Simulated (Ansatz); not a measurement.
# C3H7S radical: a ladder of functionals and wavefunction methods

An exercise on one series of results from a longer session: the logs are not shown, and one member is left open.

The runs use Ansatz 0.2.0, Gaussian basis; functionals in def2-TZVPP, the program's frozen cores in correlated methods.

Levels to be run: LDA (SPW92), PBE-D4, revPBE-D4, BLYP-D4, r2SCAN-D4, B97M-V, PBE0-D4, B3LYP-D4, r2SCANh-D4, r2SCAN0-D4, HSE06-D4, BHLYP-D4, CAM-B3LYP-D4, LC-ωPBE, ωB97X-V, ωB97M-V, B2PLYP, PBE-QIDH; CCSD(T)/def2-SVP; CCSD(T)/def2-TZVPP; MP2/def2-QZVPP; extrapolation to the limit; RPA on PBE.

### The relaxed structure

An earlier PBE0-D4 in a triple-zeta def2 set relaxation fixed the geometry.

SMILES `CC(C)[S]`, 11 atoms, charge 0, spin multiplicity 2.

Atoms are counted from 1 here; the program's logs count them from 0.

Bond lengths: C1–C2 1.521 Å, C1–H5 1.090 Å, C1–H6 1.093 Å, C1–H7 1.094 Å, C2–C3 1.521 Å, C2–S4 1.799 Å, C2–H8 1.101 Å, C3–H9 1.094 Å, C3–H10 1.093 Å, C3–H11 1.090 Å. Angles: C2–C1–H5 111.2°, C2–C1–H6 110.5°, C2–C1–H7 110.3°, H5–C1–H6 108.1°, H5–C1–H7 108.8°, H6–C1–H7 107.8°, C1–C2–C3 112.6°, C1–C2–S4 112.4°, C1–C2–H8 108.6°, C3–C2–S4 112.4°, C3–C2–H8 108.6°, S4–C2–H8 101.5°, C2–C3–H9 110.3°, C2–C3–H10 110.5°, C2–C3–H11 111.2°, H9–C3–H10 107.8°, H9–C3–H11 108.8°, H10–C3–H11 108.1°.

Set-up of the first run:

File in.yaml:

```yaml
crystal:
  periodic: [false, false, false]
  atoms:
    - {symbol: C, position_ang: [-0.466537, 0.974568, -0.703943]}
    - {symbol: C, position_ang: [-0.058035, -0.446592, -0.346120]}
    - {symbol: C, position_ang: [0.641758, -0.530955, 1.002151]}
    - {symbol: S, position_ang: [-1.424554, -1.608685, -0.483687]}
    - {symbol: H, position_ang: [-0.925739, 1.016636, -1.691778]}
    - {symbol: H, position_ang: [-1.186962, 1.360658, 0.021385]}
    - {symbol: H, position_ang: [0.405825, 1.634634, -0.692991]}
    - {symbol: H, position_ang: [0.628292, -0.820581, -1.121956]}
    - {symbol: H, position_ang: [1.516374, 0.126023, 1.017839]}
    - {symbol: H, position_ang: [-0.029777, -0.212693, 1.803354]}
    - {symbol: H, position_ang: [0.964655, -1.549911, 1.216446]}
basis:
  gaussian: {orbitals: def2-TZVPP}
magnetization: {spin_polarized: true, initial_magnetization: 1}
hamiltonian: {xc: lda}
output: {orbitals: {seedname: orbitals}}
```

Command:

```sh
$ ansatz run in.yaml --threads 4 --pin off --events-out ev --progress --plain --max-ram 10444MiB
```

Steps of the session up to this table: LDA; PBE-D4 (GGA); revPBE-D4 (GGA); BLYP-D4 (GGA); r2SCAN-D4 (meta-GGA); B97M-V (meta-GGA); B3LYP-D4 (hybrid); r2SCANh-D4 (hybrid); r2SCAN0-D4 (hybrid); HSE06-D4 (hybrid); BHLYP-D4 (hybrid); CAM-B3LYP-D4 (range-separated); LC-ωPBE (range-separated); ωB97X-V (range-separated); ωB97M-V (range-separated); B2PLYP (double hybrid); PBE-QIDH (double hybrid).

One of the session's tables, all rows but one given; the rest of the session is left out.

It belongs to the step «Frontier levels by functional». 

```
  functional  HOMO (eV)  LUMO (eV)  gap (eV)
 LDA (SPW92)      -5.34      -5.31      0.03
      PBE-D4      -5.26      -4.86      0.40
   revPBE-D4      -5.22      -4.75      0.47
     BLYP-D4      -5.13      -4.84      0.29
   r2SCAN-D4      -5.52      -4.45      1.07
      B97M-V      -5.59      -4.67      0.93
     PBE0-D4      -6.53      -3.68      2.84
    B3LYP-D4      -6.30      -4.09      2.21
  r2SCANh-D4      -5.99      -4.02      1.97
  r2SCAN0-D4      -6.69      -3.38      3.31
    HSE06-D4      -6.12      -4.08      2.04
    BHLYP-D4      -7.66      -2.54      5.13
CAM-B3LYP-D4      -7.91      -2.58      5.33
     LC-ωPBE      -9.34      -1.08      8.25
     ωB97X-V      -8.96      -1.59      7.37
     ωB97M-V          ?          ?         ?
```

Q: Estimate the row for ωB97M-V from the others.

**Answer.** HOMO (eV): -8.77; LUMO (eV): -1.72; gap (eV): 7.04. In the column «HOMO (eV)» it lies between ωB97X-V (-8.96) and CAM-B3LYP-D4 (-7.91).
